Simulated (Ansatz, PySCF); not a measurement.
Molecule: C₂H₅S, charge 0, multiplicity 2. It need not be the lowest isomer of its formula. SMILES: C[CH]S
Structure (B3LYP-D3(BJ)/def2-TZVP (Ansatz, a first-principles code) minimum search):
```
C
H 1 1.0800
C 1 1.4873 2 121.01
H 3 1.0916 1 110.45 2 37.93
H 3 1.0934 4 107.87 1 -122.15
H 3 1.0995 4 107.14 5 -114.80
S 1 1.7329 2 118.12 3 -161.68
H 7 1.3427 1 97.92 2 -17.22
```
Charge 0, spin multiplicity 2.


Wanted: enthalpy of formation at 298 K (from the atomisation energy, B3LYP-D3(BJ)/def2-TZVP harmonic zero-point and thermal terms from PySCF, and the atoms' enthalpies of formation in the G2/97 table; no spin-orbit terms, and no core term in the frozen-core levels), in eV. Correlated levels leave the core frozen unless marked. Open shells are spin-unrestricted. Spin-orbit coupling is left out. Non-relativistic. The coupled-cluster limit lacks core correlation, which all-electron functionals hold. CBS(X,Y): correlation extrapolated as X^-3; Hartree-Fock from the larger set. The bracket is a focal-point correction in the basis named.

```
level                 program  enthalpy of formation at 298 K (eV)
--------------------  -------  -----------------------------------
HF/6-31G*              Ansatz                                 9.03
r2SCAN/def2-TZVPD      Ansatz                                 1.07
r2SCAN0/def2-TZVPD     Ansatz                                 1.40
B2GP-PLYP/def2-TZVPD   Ansatz                                 1.79
```

**Question.** Estimate the value at RI-MP2/CBS(cc-pV(T+d)Z,cc-pV(Q+d)Z)+[CCSD(T)-MP2]/cc-pV(T+d)Z as computed with Ansatz.

**Answer.** 1.34 eV, so B2GP-PLYP/def2-TZVPD differs from it by 0.45 eV.
